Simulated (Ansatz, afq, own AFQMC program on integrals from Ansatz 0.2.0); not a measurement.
Breaking Si3–C2 in C2HCl2FSi, singlet

```yaml
atoms:
  - { symbol: C, position_ang: [1.5958, -0.4314, 1.1852] }
  - { symbol: C, position_ang: [0.6382, -0.2088, 0.4703] }
  - { symbol: Si, position_ang: [-0.7826, 0.1306, -0.5921] }
  - { symbol: F, position_ang: [-1.5195, -1.2504, -0.9564] }
  - { symbol: Cl, position_ang: [-0.1877, 0.9988, -2.3331] }
  - { symbol: Cl, position_ang: [-2.1267, 1.3228, 0.3624] }
  - { symbol: H, position_ang: [2.4438, -0.6296, 1.8180] }
```

Products: SiCl$_{2}$F (doublet; F–Si(–Cl)–Cl) and C2H (doublet; CH–C), each relaxed with PBE0/def2-SVP like the molecule; electronic energies without zero-point terms. Determinants: RHF, UHF and ROHF in that order.

Basis def2-SVP. Only valence electrons are correlated. Ansatz 0.2.0 and our own AFQMC program on the same integrals; the CISD trial comes from CCSD amplitudes, and released means the phaseless constraint is let go. Error bars are statistical, one sigma. The errors of all members are added in quadrature.

No full CI on the walks' own integrals is used here. The released AFQMC energy serves as the reference, which it does only where one determinant dominates, the energy is flat over the last release times and near the phaseless one (40 meV or 2 meV an electron, half that with transition metals). On small molecules, where full CI could be run and the noise was under 10 meV, such values lay within 10 meV of it in 19 cases of 20, a flattering rate, since the rule was set on those same cases; what remains of the bias isn't in the error bar. Each member takes its own surest rung, up to full CI.

Errors are counted within def2-SVP, not against nature.

Cautions: C₂HCl₂FSi (singlet): the released value is read at 0.60 1/Eh with a noise of 11 meV, more than in the cases checked (meV from the phaseless value at times in 1/Eh: -21 ± 12 at 0.20, -34 ± 12 at 0.40, -29 ± 11 at 0.60); SiCl₂F (doublet): the released value is read at 0.60 1/Eh (meV from the phaseless value at times in 1/Eh: -7 ± 9 at 0.20, -14 ± 9 at 0.40, -16 ± 9 at 0.60); C2H (doublet): its ph-AFQMC/CISD value lies 51 ± 5 meV above CCSDTQ.

Reference (AFQMC with the constraint released): 128.1 ± 0.3 kcal/mol.

| level | bond energy (kcal/mol) | error against released AFQMC (kcal/mol) |
| --- | --- | --- |
| HF | 114.3 | -13.8 ± 0.3 |
| MP2 | 134.6 | 6.5 ± 0.3 |
| CCSD | 127.3 | -0.8 ± 0.3 |
| CCSD(T) | 128.4 | 0.4 ± 0.3 |
| ph-AFQMC/CISD | 129.0 ± 0.3 | 0.9 ± 0.4 |

Correlation beyond CCSD(T) changes it by less than twice the noise. The perturbative (T) step is worth +1.1 kcal/mol.

Released energies are given only where the last usable release times agree within the noise; a slower fall can still hide under it.
